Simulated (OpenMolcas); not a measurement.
# UB3LYP/STO-3G run of SiH3O (SMILES [O][SiH3])

Aim: the energy of SiH3O. 

The calculation is run with OpenMolcas 26.06.

2 further runs of the same task are left out: 2 set aside as unsound or not needed.

**1. The molecule**

SiH3O: 5 atoms, total charge 0, spin state doublet. SMILES: `[O][SiH3]`. The Si2–H5 distance was set to 2.992 Å, away from the relaxed value. At this shape a bond of the SMILES string is far longer than usual.

Bond lengths: O1–Si2 1.530 Å, Si2–H3 1.490 Å, Si2–H4 1.494 Å. Angles: O1–Si2–H3 115.3°, O1–Si2–H4 114.5°, H3–Si2–H4 104.6°.

**2. The energy at UB3LYP/STO-3G**

The input, geom.xyz:

```xyz
5

O     -2.399695    -0.850298     0.545596
Si    -1.048935    -1.110308    -0.124744
H     -1.103735    -1.360548    -1.592104
H     -0.297195    -2.277408     0.428316
H      0.917210     1.125960     0.164480
```

The input, run.input:

```
* H3OSi Kohn-Sham DFT
>>> EXPORT MOLCAS_PRINT=2
&gateway
baslib=$CurrDir
coord=geom.xyz
basis=STO-3G
group=NoSym
&seward
gridinput
Grid=UltraFine
End of Grid
&scf
uhf
spin=2
ksdft=B3LYP
thresholds=1e-10 1e-07 1e-07 1e-05
prorbitals=1 1
```

The basis set STO-3G is read from a file made from the Basis Set Exchange's data (not shown).

Command:

```console
$ export MOLCAS_MEM=1860
$ pymolcas run.input > run.log
```

What values should one expect? Wanted: total energy; dipole moment; HOMO energy; LUMO energy; ⟨S²⟩.

**Answer.** As computed:

At UB3LYP/STO-3G:

```
                          quantity          value
                      total energy  -361.88699 Eh
                     dipole moment         1.75 D
HOMO energy (highest over α and β)       -3.52 eV
 LUMO energy (lowest over α and β)        0.43 eV
                              ⟨S²⟩          0.783
```
